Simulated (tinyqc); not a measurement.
Worked calculation: Pariser-Parr-Pople SCF with singles CI, for the molecule c1cc[cH-]c1 (SMILES; centres numbered as the heavy atoms are written). One step of it, computed by the program tinyqc.

Problem. Singles CI, triplets. Over the 4 single excitations with the smallest orbital gaps: A = (e_a - e_i) delta - (ij|ab), with (pq|rs) = sum c_mp c_mq gamma_mn c_nr c_ns.

orbital energies (eV): -7.556869  -3.344687  -3.344030  8.991052  8.991961

coefficients:
```
         MO1        MO2        MO3        MO4        MO5
1C  0.447158   0.000000   0.632511   0.632439   0.000000
2C  0.447225   0.601498   0.195433  -0.511660  -0.371753
3C  0.447230   0.371753  -0.511635   0.195485   0.601498
4C  0.447230  -0.371753  -0.511635   0.195485  -0.601498
5C  0.447225  -0.601498   0.195433  -0.511660   0.371753
```

repulsion gamma_rs (eV), lower triangle:
```
           1C         2C         3C         4C         5C
1C  11.130000
2C   7.552804  11.130000
3C   5.520570   7.554850  11.130000
4C   5.520570   5.519866   7.553862  11.130000
5C   7.552804   5.518526   5.519866   7.554850  11.130000
```

Give: triplet CI matrix; triplet excitation energies.

Solution.

triplet CI matrix (eV), lower triangle:
```
        3>4     2>4     3>5     2>5
3>4  4.8794
2>4  0.0000  4.8806
3>5  0.0000  0.0000  4.8805
2>5  0.0000  0.0000  0.0000  4.8810
```

triplet excitation energies (eV): 4.8794  4.8805  4.8806  4.8810
